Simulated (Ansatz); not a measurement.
Reaction (SMILES): C#C (C2H2) + 3 [H][H] (H2) → 2 C (CH4)
B3LYP-D3(BJ)/def2-TZVP geometries, fixed; electronic energies without zero-point terms.

Basis-set convergence of the energy of full hydrogenation at B3LYP with Ansatz (a quantum-chemistry and plane-wave program). All functions are spherical. The program fits the integrals of some runs and decomposes those of others, by size. No added dispersion term, no relativity. Functions are those of the species that has most. Reference: the value in aug-pcseg-3, -107.85 kcal/mol, itself unsure by roughly 0.03 kcal/mol (its mean distance from aug-cc-pVQZ, def2-QZVPPD, pcseg-3). Deviations are taken from unrounded values.

```csv
basis,functions
def2-SV(P),32
def2-SVP,38
def2-SVPD,56
aug-pcseg-1,64
def2-TZVP,74
def2-TZVPP,90
def2-TZVPD,92
def2-TZVPPD,108
aug-pcseg-2,138
def2-QZVPP,177
def2-QZVPPD,195
aug-pcseg-3,281
```

**Question.** Which is the smallest set listed that can be trusted to 2 kcal/mol here, that is, within that of the reference together with its larger relatives (same family, alike in diffuse functions; a set with none to test it counts only in the reference's own line)?

**Answer.** The smallest set listed that lies within 2 kcal/mol of the reference with all its larger relatives (same family, alike in diffuse functions; a set with none counts only in the reference's own line) is def2-TZVP (74 functions, 0.17 kcal/mol off). Value minus reference: def2-SV(P) -2.99, def2-SVP -6.41, def2-SVPD -7.37, aug-pcseg-1 -3.46, def2-TZVP 0.17, def2-TZVPP -0.48, def2-TZVPD 0.29, def2-TZVPPD -0.39, aug-pcseg-2 -0.38, def2-QZVPP 0.02, def2-QZVPPD 0.05, aug-pcseg-3 0.00 kcal/mol.
